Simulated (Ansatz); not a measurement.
# SiClO+ (quintet): from Hartree-Fock to the top rungs, def2-TZVPP

An exercise on one series of results from a longer session: the logs are not shown, and one member is left open.

Computed with Ansatz 0.2.0, Gaussian basis. Level: def2-TZVPP, core rule «outside noble gas», up to 11 orbitals frozen.

Plan: UHF; ROHF; CCSD(T) on UHF.

## The system

The geometry is a PBE0/def2-TZVP stationary point (not a proven minimum) of the parent state, kept for this charge and spin.

3 atoms, charge 1, spin multiplicity 5.

Atoms are counted from 1 here; the program's logs count them from 0.

Bond lengths: Cl1–Si2 2.047 Å, Si2–O3 1.723 Å. Angles: Cl1–Si2–O3 117.5°.

The first run:

in.yaml reads:

```yaml
crystal:
  periodic: [false, false, false]
  atoms:
    - {symbol: Cl, position_ang: [0.000000, -0.182593, 1.317915]}
    - {symbol: Si, position_ang: [0.000000, 0.559430, -0.589798]}
    - {symbol: O, position_ang: [0.000000, -0.577421, -1.885025]}
basis:
  gaussian: {orbitals: def2-TZVPP}
total_charge: 1
magnetization: {spin_polarized: true, initial_magnetization: 4}
hamiltonian: {xc: hf}
output: {orbitals: {seedname: orbitals}}
```

On the command line:

```bash
> ansatz run in.yaml --threads 1 --pin off --events-out ev --progress --plain --max-ram 2816MiB --backend cpu
```

Steps of the session up to this table: UHF; ROHF; CCSD(T) on UHF.

One of the session's tables, all rows but one given; the rest of the session is left out.

It belongs to the step «Misses and costs». 

```
  method  from UCCSD(T) (kJ/mol)
    ROHF                       ?
     UHF                 +1162.5
    UMP2                  +170.1
   UCCSD                   +52.8
UCCSD(T)                       0
```

Q: Estimate the row for ROHF from the others.

**Answer.** from UCCSD(T) (kJ/mol): +1187.5. In the column «from UCCSD(T) (kJ/mol)» it is the highest.
